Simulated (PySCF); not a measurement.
## Static response to an electric field

Ethanethiol, C2H6S.
Atom-mapped SMILES: `[CH3:1][CH2:2][SH:3]` (hydrogens: H4, H5, H6 on C1; H7, H8 on C2; H9 on S3)

Structure used (PBE0-D3(BJ)/def2-SVP), in Å, numbered top down from 1:
```
atom  x, y, z in Å
C1    -0.7822    0.5374    0.1167
C2     0.1143   -0.6596   -0.1309
S3     1.7117   -0.5937    0.7407
H4    -1.7509    0.4113   -0.3939
H5    -0.3229    1.4640   -0.2620
H6    -0.9707    0.6732    1.1918
H7    -0.3536   -1.5841    0.2427
H8     0.2951   -0.8140   -1.2060
H9     2.1918    0.4961    0.1025
```

Level: PBE0/def2-SVPD (PySCF), static field, nuclei fixed, core orbitals frozen in the response. The polarisability tensor in these axes (au):

```
x   55.73 -2.45  3.49
y   -2.45 45.96  0.34
z    3.49  0.34 44.80
```

Q: What are the eigenvalues, a third of the trace, and Δα (Δα² = ½Σ(αi − αj)² over the three pairs)?

A: Principal values 43.32, 45.96 and 57.21 au; mean 48.83 au = 7.24 Å³ = 8.05 × 10⁻⁴⁰ C²·m²/J; Δα = 12.77 au (26 % of the mean).

Q: What is the dipole moment, and where does it point?

A: (-1.23, 0.59, -1.08) D, 1.74 D in size, pointing from the negative to the positive side. Measured along this direction, the outermost atoms are S3 at the negative end and H4 at the positive end.

Q: Give the eigenvalues of the traceless quadrupole moment Θ = ½Σq(3rr − r²1), origin at the centre of nuclear charge.

A: -3.14, -1.17, 4.31 D·Å. The values depend on the origin, since the dipole doesn't vanish. The electronic extent ⟨r²⟩ about the same centre is 300 bohr², a root-mean-square distance of 1.57 Å for the 34 electrons.

Q: What would n − 1 = 2πNα be for an ideal gas of these molecules at 298.15 K and 1 atm, electronic part alone?

A: N = p/kT = 2.4615 × 10¹⁹ cm⁻³, so n − 1 = 2π × N × 7.24 × 10⁻²⁴ cm³ = 1119 × 10⁻⁶ at long wavelengths.

Q: How large is μ²/3kT at 500 K beside α?

A: In Gaussian units μ²/3kT = 14.59 Å³ against 7.24 Å³, a ratio of 2.02; the Debye molar polarisation (4π/3)N_A(α + μ²/3kT) is 55.0 cm³/mol, leaving out the vibrational part.

Q: Directions of the eigenvectors, and the extent of the frame along each?

A: Largest value along (0.95, -0.20, 0.26), where the nuclei span 3.84 Å; middle along (0.06, 0.89, 0.45), 2.49 Å; least along (-0.32, -0.41, 0.85), 1.87 Å. The response follows the extents in order.

Q: Form Σ f/ω² (atomic units) for the 10 lowest TDDFT singlets, given as eV and f, and set it beside the mean polarisability, which is this sum over all singlets: 5.48, 0.0088; 6.22, 0.0330; 6.96, 0.0333; 7.20, 0.0173; 7.34, 0.0111; 8.10, 0.0151; 8.33, 0.0391; 8.40, 0.0542; 8.58, 0.0566; 8.70, 0.1163.

A: They add up to 4.62 au, 9.5 % of the 48.83 au; the largest single term is 1.14 au, from the state at 8.70 eV. Terms in order: 0.22, 0.63, 0.51, 0.25, 0.15, 0.17, 0.42, 0.57, 0.57, 1.14 au. Higher excitations give the rest. The strengths listed sum to 0.385.

Isolated species at its PBE0-D3(BJ)/def2-SVP geometry (one conformer only).
